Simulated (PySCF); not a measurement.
# BrCl2H: the cost of one run

Programs: PySCF 2.14.0. All values are calculated, for the isolated system unless a continuum is named. Atoms count from 0, parts from 1.

## 1. The system as given

4 atoms, charge 0, multiplicity 1; geometry: GFN2-xTB. Parts: 1 = atoms 0–1, `ClBr`, charge 0; 2 = atoms 2–3, `Cl`, charge 0.

## 2. Optimising the geometry at PBE0-D3(BJ)/def2-TZVPD

What the job is given:

```
{"job": {"xc": "PBE0", "basis": "def2-TZVPD", "d3": "d3bj", "grid": 3, "kind": "geom", "shake": 0.01}, "charge": 0, "multiplicity": 1, "parts": [{"atoms": "0-1", "charge": 0, "multiplicity": 1}, {"atoms": "2-3", "charge": 0, "multiplicity": 1}]}
Br     0.881418     0.548786    -0.007894
Cl    -0.912320    -0.591043     0.193815
Cl    -0.030360    -0.679818    -3.445131
H      0.901929     0.045939    -2.855232
```

Run with:

```
OMP_NUM_THREADS=1 python cluster_run.py task.json out
```

One launch serves the whole session: the jobs run in the order shown.

Q: Estimate the wall time and peak memory of this first job on 1 thread of Arm Neoverse N1, shared host.

About 2.3 min, with a peak of 0.61 GiB.
